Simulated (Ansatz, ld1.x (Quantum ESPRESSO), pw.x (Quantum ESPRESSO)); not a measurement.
# What a changed setting does to a pw.x run (sc W)

Potential: norm-conserving Troullier–Martins (Kleinman–Bylander form), ld1.x (Quantum ESPRESSO) 7.5, LDA (PW92); core [Xe] 4f14, reference 5d4 6s2 6p0; waves: 6p (bound, empty): rc 3.96 bohr; 5d (bound): rc 2.34 bohr; 6s (bound): rc 2.50 bohr; local part: the s channel; core correction: none.

The reference run (k-mesh 13³, cutoffs 45/180 Ry, Fermi–Dirac 0.01 Ry, mixing_beta 0.4, conv_thr 1e-9, no spin) gives 0.49 GPa at 17.539 Å³/atom, where all-electron LAPW gives -2.36 GPa. This run, with its own iteration cap, changes degauss to 0.002.

```
&control
  calculation='scf', prefix='x', pseudo_dir='./', outdir='./tmp', tstress=.true., disk_io='none'
/
&system
  ibrav=0, nat=1, ntyp=1, ecutwfc=45, ecutrho=180, nbnd=10,
  occupations='smearing', smearing='fd', degauss=0.002
/
&electrons
  conv_thr=1e-09, mixing_beta=0.4, electron_maxstep=60
/
ATOMIC_SPECIES
W 1.0 W.UPF
CELL_PARAMETERS angstrom
  2.59817426 0.00000000 0.00000000
  0.00000000 2.59817426 0.00000000
  0.00000000 0.00000000 2.59817426
ATOMIC_POSITIONS crystal
W 0.0000 0.0000 0.0000
K_POINTS automatic
13 13 13 0 0 0
```

```bash
pw.x < W.scf.in > W.scf.out
```

Task: How does the run end?

Result: It converges in 6 iterations; the free energy moves by +22.4 meV/atom and the pressure by -0.79 GPa. In a metal, with Fermi–Dirac smearing, F lies below its zero-width value by a term in the square of the width.

```
Message from routine setup:
     using ibrav=0 with symmetry is DISCOURAGED, use correct ibrav instead
     lattice parameter (alat)  =       4.9098  a.u.
     unit-cell volume          =     118.3590 (a.u.)^3
     number of electrons       =         6.00
     number of Kohn-Sham states=           10
     kinetic-energy cutoff     =      45.0000  Ry
     charge density cutoff     =     180.0000  Ry
     scf convergence threshold =      1.0E-09
     Exchange-correlation= PW
     number of k points=    84  Fermi-Dirac smearing, width (Ry)=  0.0020
     iteration #  1     ecut=    45.00 Ry     beta= 0.40
     total energy              =     -15.52087332 Ry
     estimated scf accuracy    <       0.01219584 Ry
     iteration #  2     ecut=    45.00 Ry     beta= 0.40
     total energy              =     -15.52122506 Ry
     estimated scf accuracy    <       0.00376803 Ry
     iteration #  3     ecut=    45.00 Ry     beta= 0.40
     total energy              =     -15.52138780 Ry
     estimated scf accuracy    <       0.00011072 Ry
     iteration #  4     ecut=    45.00 Ry     beta= 0.40
     c_bands:  1 eigenvalues not converged
     total energy              =     -15.52139708 Ry
     estimated scf accuracy    <       0.00000073 Ry
     iteration #  5     ecut=    45.00 Ry     beta= 0.40
     total energy              =     -15.52139721 Ry
     estimated scf accuracy    <       0.00000012 Ry
     iteration #  6     ecut=    45.00 Ry     beta= 0.40
     the Fermi energy is    13.4483 ev
!    total energy              =     -15.52139721 Ry
     estimated scf accuracy    <          7.7E-10 Ry
     smearing contrib. (-TS)   =      -0.00013324 Ry
     The total energy is F=E-TS. E is the sum of the following terms:
     one-electron contribution =       8.88470058 Ry
     hartree contribution      =       0.42959521 Ry
     xc contribution           =      -4.03187659 Ry
     ewald contribution        =     -20.80368318 Ry
     convergence has been achieved in   6 iterations
          total   stress  (Ry/bohr**3)                   (kbar)     P=       -3.07
     Message from routine punch:
     Nothing written, as per user request (disk_io='none')
```

The run took about 3.7 s on one core of a shared host (Neoverse-V2, 32 threads, 247 GiB, load 19).
